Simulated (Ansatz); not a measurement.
Results of r²SCAN0 (plane waves, PAW; Ansatz, a program for electronic structure) for zinc-blende BeTe.

Run with plane-wave cutoff 520 eV, 8×8×8 k mesh, Fermi–Dirac smearing 0.01 eV, scalar-relativistic PAW data made under PBE.

The cell is scaled about its equilibrium volume:

```
V (Å³/atom)  P (GPa)  direct gap at Γ (eV)  smallest gap on the k mesh (eV)
-----------  -------  --------------------  -------------------------------
21.230          3.50                 5.311                            3.375
21.789          1.63                 5.342                            3.445
22.115          0.64                 5.359                            3.483
22.906         -1.48                 5.394                            3.570
23.465         -2.77                 5.397                            3.626
```

The fundamental gap (3.51 eV at the equilibrium volume, on the SCF mesh) lies elsewhere than Γ–Γ.

Spin–orbit coupling is not included; with these elements it can move the gap by several tenths of an eV or more.
